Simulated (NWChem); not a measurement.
# One shape, several levels: SCl2O2 (sulfuryl chloride)

We compute a comparison of 6 runs (SVWN5/cc-pVDZ, PBE/cc-pVDZ, revPBE/cc-pVDZ, MP2/cc-pVDZ, CCSD/cc-pVDZ, CCSD(T)/cc-pVDZ) of SCl2O2 (sulfuryl chloride). 

The calculation is run with NWChem 7.3.0.

1 further run of the same task is left out (set aside as unsound or not needed).

## (1) Starting point

SCl2O2 has 5 atoms, charge 0, and is taken as a singlet. SMILES: `O=S(=O)(Cl)Cl`. The coordinates come from a PBE0-D4/def2-TZVP relaxation.

Bond lengths: O1–S2 1.415 Å, S2–O3 1.416 Å, S2–Cl4 2.013 Å, S2–Cl5 2.013 Å. Angles: O1–S2–O3 123.0°, O1–S2–Cl4 107.8°, O1–S2–Cl5 107.8°, O3–S2–Cl4 107.8°, O3–S2–Cl5 107.8°, Cl4–S2–Cl5 100.5°.

## (2) Energy and gradient at SVWN5/cc-pVDZ (run 1)

File run.py:

```python
from ase import Atoms
from ase.calculators.nwchem import NWChem

molecule = Atoms(['O', 'S', 'O', 'Cl', 'Cl'], positions=[
    [0.866100, 0.300300, -1.246600],
    [-0.068500, 0.126800, -0.197800],
    [-1.381700, 0.653700, -0.241000],
    [-0.209600, -1.845200, 0.179900],
    [0.793700, 0.764400, 1.505600],
])

calc = NWChem(
    label='cl2o2s',
    theory='dft',
    memory='2200 mb',
    basis='cc-pVDZ',
    basispar='spherical bse',
    dft={'xc': 'slater vwn_5', 'mult': '1', 'grid': 'xfine', 'convergence': 'energy 1e-08', 'iterations': '100', 'mulliken': None, 'print': 'low'},
)
molecule.calc = calc

forces = molecule.get_forces()
e = molecule.get_potential_energy()
print(f"E = {e:.6f} eV")
print("forces (eV/A):")
for s, f in zip(molecule.symbols, forces):
    print(f"{s:2s} {f[0]:10.5f} {f[1]:10.5f} {f[2]:10.5f}")
```

Run with:

```sh
$ export ASE_NWCHEM_COMMAND="nwchem PREFIX.nwi > PREFIX.nwo"
$ python run.py
```

Output:

```text
E = -39826.862626 eV
forces (eV/A):
O     2.34248    0.36561   -2.49284
S     0.44362   -0.83695    1.31353
O    -3.19825    1.23392   -0.00890
Cl   -0.06844   -1.09519    0.23155
Cl    0.48059    0.33260    0.95671
```

The calculator wrote cl2o2s.nwi:

```
title "cl2o2s"

permanent_dir cl2o2s

scratch_dir cl2o2s

start cl2o2s

geometry units angstrom nocenter noautosym noautoz
  O  8.6609999999999998e-01 3.0030000000000001e-01 -1.2465999999999999e+00
  S  -6.8500000000000005e-02 1.2680000000000000e-01 -1.9780000000000000e-01
  O  -1.3816999999999999e+00 6.5369999999999995e-01 -2.4099999999999999e-01
  Cl -2.0960000000000001e-01 -1.8452000000000000e+00 1.7990000000000000e-01
  Cl 7.9369999999999996e-01 7.6439999999999997e-01 1.5056000000000000e+00
end

memory 2200 mb

basis spherical bse noprint
   * library cc-pVDZ
end

dft
  xc slater vwn_5
  mult 1
  grid xfine
  convergence energy 1e-08
  iterations 100
  mulliken
  print low
end

task dft gradient
```

cl2o2s.nwo:

```text
Northwest Computational Chemistry Package (NWChem) 7.3.0
             --------------------------------------------------------

           Job information
           ---------------

    nwchem branch   = 7.3.0
    use scalapack   = T
    input           = cl2o2s.nwi
    prefix          = cl2o2s.
    data base       = cl2o2s/cl2o2s.db
    status          = startup
    nproc           =        1

           Memory information
           ------------------

    heap     =     72089598 doubles =      550.0 Mbytes
    stack    =     72089595 doubles =      550.0 Mbytes
    global   =    144179200 doubles =     1100.0 Mbytes (distinct from heap & stack)
    total    =    288358393 doubles =     2200.0 Mbytes
    verify   = yes
    hardfail = no

[... 37 lines left out ...]
            Nuclear Dipole moment (a.u.)
[... 68 lines left out ...]
   convergence    iter        energy       DeltaE   RMS-Dens  Diis-err    time
[... 14 lines left out ...]
         Total DFT energy =    -1463.610217822613
      One electron energy =    -2831.208366098363
           Coulomb energy =     1056.835995621317
    Exchange-Corr. energy =      -94.104018828235
 Nuclear repulsion energy =      404.866171482668
[... 29 lines left out ...]
                         DFT ENERGY GRADIENTS

    atom               coordinates                        gradient
                 x          y          z           x          y          z
   1 O       1.636692   0.567485  -2.355732   -0.045554  -0.007110   0.048478
   2 S      -0.129446   0.239617  -0.373788   -0.008627   0.016276  -0.025544
   3 O      -2.611034   1.235314  -0.455424    0.062196  -0.023996   0.000173
   4 Cl     -0.396087  -3.486922   0.339962    0.001331   0.021298  -0.004503
   5 Cl      1.499876   1.444507   2.845171   -0.009346  -0.006468  -0.018605

 Task  times  cpu:       52.7s     wall:       52.7s
 Total times  cpu:       52.7s     wall:       52.7s
```

Run time: 54 s. Hardware: 1 thread of Intel Xeon 6975P-C (Granite Rapids), shared host; peak memory 0.12 GiB.

## (3) Energy and forces at PBE/cc-pVDZ (run 2)

File mol.nw:

```
start mol
title "Cl2O2S"
memory total 2200 mb

geometry units angstrom noautosym nocenter noautoz
O        0.866100       0.300300      -1.246600
S       -0.068500       0.126800      -0.197800
O       -1.381700       0.653700      -0.241000
Cl      -0.209600      -1.845200       0.179900
Cl       0.793700       0.764400       1.505600
end

basis spherical bse
* library cc-pVDZ
end

dft
xc xpbe96 cpbe96
grid xfine
convergence energy 1e-08
iterations 100
mulliken
noprint "final vectors analysis"
end

task dft gradient
```

Run with:

```sh
$ nwchem mol.nw > mol.out
```

Output:

```text
[...]
          Wavefunction type:  closed shell.
          No. of atoms     :     5
          No. of electrons :    66
[...]
          Charge           :     0
          Spin multiplicity:     1
[...]
          AO basis - number of functions:    82
[...]
              XC Information
              --------------
          PerdewBurkeErnzerhof Exchange Functional  1.000
            Perdew 1991 LDA Correlation Functional  1.000 local
           PerdewBurkeErnz. Correlation Functional  1.000 non-local
[...]
 d= 0,ls=0.0,diis     1  -1467.9835512416 -1.87D+03  3.41D-02  2.68D+00     6.3
[...]
 d= 0,ls=0.0,diis    11  -1468.2862905390 -1.41D-10  2.59D-07  8.50D-10    52.2
         Total DFT energy =    -1468.286290538991
      One electron energy =    -2831.601177556756
           Coulomb energy =     1057.287709872060
    Exchange-Corr. energy =      -98.838994336963
 Nuclear repulsion energy =      404.866171482669
[...]
      Total Density - Mulliken Population Analysis
     ---------------------------------------------
    Atom       Charge   Shell Charges
 -----------   ------   -------------------------------------------------------
    1 O    8     8.27   2.01  0.87  0.95  2.80  1.62  0.02
    2 S   16    15.35   2.00  2.03  0.98  0.36  6.01  2.19  0.87  0.90
    3 O    8     8.27   2.01  0.87  0.95  2.80  1.62  0.02
    4 Cl  17    17.06   2.00  2.03  0.98  0.94  6.00  3.07  2.00  0.04
    5 Cl  17    17.06   2.00  2.03  0.98  0.94  6.00  3.07  2.00  0.04
[...]
  wavefunction    = closed shell
                         DFT ENERGY GRADIENTS
    atom               coordinates                        gradient
                 x          y          z           x          y          z
   1 O       1.636692   0.567485  -2.355732   -0.056119  -0.009176   0.060541
   2 S      -0.129446   0.239617  -0.373788   -0.009489   0.017874  -0.028037
   3 O      -2.611034   1.235314  -0.455424    0.077161  -0.030076   0.000814
   4 Cl     -0.396087  -3.486922   0.339962    0.002266   0.031606  -0.006035
   5 Cl      1.499876   1.444507   2.845171   -0.013819  -0.010228  -0.027283
[...]
```

It took 71 s on 1 thread of Intel Xeon 6975P-C (Granite Rapids), shared host; peak memory 0.12 GiB.

Runs 3 to 4 aren't shown in full; the table further down has their settings and results.

## (4) The energy at CCSD/cc-pVDZ (run 5)

File run.py:

```python
from ase import Atoms
from ase.calculators.nwchem import NWChem

atoms = Atoms(['O', 'S', 'O', 'Cl', 'Cl'], positions=[
    [0.866100, 0.300300, -1.246600],
    [-0.068500, 0.126800, -0.197800],
    [-1.381700, 0.653700, -0.241000],
    [-0.209600, -1.845200, 0.179900],
    [0.793700, 0.764400, 1.505600],
])

calc = NWChem(
    label='cl2o2s',
    theory='ccsd',
    memory='2200 mb',
    basis='cc-pVDZ',
    basispar='spherical bse',
    scf={'nopen': '0', 'rhf': None, 'thresh': '1e-08', 'maxiter': '80'},
    ccsd={'freeze': 'core 17', 'maxiter': '60'},
    task='energy',
)
atoms.calc = calc

print(f"energy = {atoms.get_potential_energy():.6f} eV")
```

Run with:

```sh
$ export ASE_NWCHEM_COMMAND="nwchem PREFIX.nwi > PREFIX.nwo"
$ python run.py
```

Output:

```text
energy = -39917.651307 eV
```

The calculator wrote cl2o2s.nwi:

```
title "cl2o2s"

permanent_dir cl2o2s

scratch_dir cl2o2s

start cl2o2s

geometry units angstrom nocenter noautosym noautoz
  O  8.6609999999999998e-01 3.0030000000000001e-01 -1.2465999999999999e+00
  S  -6.8500000000000005e-02 1.2680000000000000e-01 -1.9780000000000000e-01
  O  -1.3816999999999999e+00 6.5369999999999995e-01 -2.4099999999999999e-01
  Cl -2.0960000000000001e-01 -1.8452000000000000e+00 1.7990000000000000e-01
  Cl 7.9369999999999996e-01 7.6439999999999997e-01 1.5056000000000000e+00
end

memory 2200 mb

basis spherical bse noprint
   * library cc-pVDZ
end

scf
  nopen 0
  rhf
  thresh 1e-08
  maxiter 80
end
ccsd
  freeze core 17
  maxiter 60
end

task ccsd energy
```

cl2o2s.nwo:

```text
Northwest Computational Chemistry Package (NWChem) 7.3.0
             --------------------------------------------------------

           Job information
           ---------------

    nwchem branch   = 7.3.0
    use scalapack   = T
    input           = cl2o2s.nwi
    prefix          = cl2o2s.
    data base       = cl2o2s/cl2o2s.db
    status          = startup
    nproc           =        1

           Memory information
           ------------------

    heap     =     72089600 doubles =      550.0 Mbytes
    stack    =     72089597 doubles =      550.0 Mbytes
    global   =    144179200 doubles =     1100.0 Mbytes (distinct from heap & stack)
    total    =    288358397 doubles =     2200.0 Mbytes
    verify   = yes
    hardfail = no

[... 125 lines left out ...]
         Quadratically convergent ROHF
[... 15 lines left out ...]
       Final RHF  results
[... 4 lines left out ...]
      Two-electron energy =    958.861125694910
[... 52 lines left out ...]
                       ROHF Final Molecular Orbital Analysis
[... 247 lines left out ...]
 Total MP2 energy:          -1466.929919679801060
[... 21 lines left out ...]
  Failed reading restart vector from cl2o2s/cl2o2s.t2
[... 3 lines left out ...]
             energy      energy      error      ampl     ampl      Block
[... 6 lines left out ...]
                  *************converged*************
[... 6 lines left out ...]
 Total CCSD energy:          -1466.946640316926732
[... 1 line left out ...]
 --------------------------------
 Spin Component Scaled (SCS) CCSD
 --------------------------------
 Same spin contribution:                 -0.198123511256709
 Same spin scaling factor:                1.130000000000000
 Opposite spin contribution:             -0.609376172129701
 Opposite spin scaling fact.:             1.270000000000000
 SCS-CCSD correlation energy:            -0.997787306324801
 Total SCS-CCSD energy:               -1467.136927939865245

 routine      calls  cpu(0)   cpu-min  cpu-ave  cpu-max   i/o
 aoccsd          1     0.02     0.02     0.02     0.02    0.00
 iterdrv         1     0.03     0.03     0.03     0.03    0.00
 pampt          13     0.16     0.16     0.16     0.16    0.00
[... 9 lines of this table left out ...]
 Total               145.95   145.95   145.95   145.95    0.00

 Task  times  cpu:      228.6s     wall:      228.6s
 Total times  cpu:      228.6s     wall:      228.6s
```

Wall time 3.8 min (1 thread of Intel Xeon 6975P-C (Granite Rapids), shared host); peak memory 0.22 GiB.

## (5) The energy at CCSD(T)/cc-pVDZ (run 6)

File cl2o2s.xyz:

```xyz
5

O      0.866100     0.300300    -1.246600
S     -0.068500     0.126800    -0.197800
O     -1.381700     0.653700    -0.241000
Cl    -0.209600    -1.845200     0.179900
Cl     0.793700     0.764400     1.505600
```

File cl2o2s.nw:

```
start cl2o2s
memory total 2200 mb

geometry units angstrom noautosym nocenter noautoz
load format xyz cl2o2s.xyz
end

basis spherical bse
* library cc-pVDZ
end

scf
thresh 1e-08
maxiter 80
print medium
end

ccsd
freeze core 17
maxiter 60
end

task ccsd(t) energy
```

Run with:

```sh
$ nwchem cl2o2s.nw > cl2o2s.out
```

Output:

```text
[...]
  functions       =    82
[...]
  wavefunction    = RHF
[...]
         Total SCF energy =  -1466.139140633590
      One-electron energy =  -2829.866437811823
      Two-electron energy =    958.861125695565
 Nuclear repulsion energy =    404.866171482669
        Time for solution =     63.3s
[...]
 Total MP2 energy:          -1466.929919679851082
[...]
             energy      energy      error      ampl     ampl      Block
                                                time     time      time
[...]
 Total CCSD energy:          -1466.946640316976527
[...]
 Total CCSD+T(CCSD) energy:          -1466.975275713292604
[...]
 Total CCSD(T) energy:               -1466.972763148287413
[...]
```

It took 3.8 min on 1 thread of Intel Xeon 6975P-C (Granite Rapids), shared host; peak memory 0.22 GiB.

## (6) All runs side by side

| run | level | integration grid | iteration cap | energy (Eh) | largest force (eV/Å) | wall time |
| --- | --- | --- | --- | --- | --- | --- |
| 1 | SVWN5/cc-pVDZ | xfine | 100 | -1463.610218 | 3.440 | 54 s |
| 2 | PBE/cc-pVDZ | xfine | 100 | -1468.286291 | 4.271 | 71 s |
| 3 | revPBE/cc-pVDZ | xfine | 100 | -1468.687364 | 4.506 | 71 s |
| 4 | MP2/cc-pVDZ | – | 80 | -1466.929920 | 3.151 | 2.5 min |
| 5 | CCSD/cc-pVDZ | – | 80 | -1466.946640 | – | 3.8 min |
| 6 | CCSD(T)/cc-pVDZ | – | 80 | -1466.972763 | – | 3.8 min |

## (7) What came out

```
                                           quantity           value
                                run 6: total energy  -1466.97276 Eh
         run 6: HOMO energy (Hartree–Fock orbitals)       -13.64 eV
         run 6: LUMO energy (Hartree–Fock orbitals)         0.95 eV
       run 6: HOMO–LUMO gap (Hartree–Fock orbitals)        14.59 eV
run 6: correlation energy (17 core orbitals frozen)      -833.6 mEh
                              run 6: (T) correction      -26.12 mEh
```

What this shows: Over runs 2, 3, 4 the dipole moment (its size) runs from 1.16 D (revPBE/cc-pVDZ) to 1.28 D (MP2/cc-pVDZ). Totals of different functionals can't be ranked against each other. All runs together took 13 min, the longest 3.8 min.
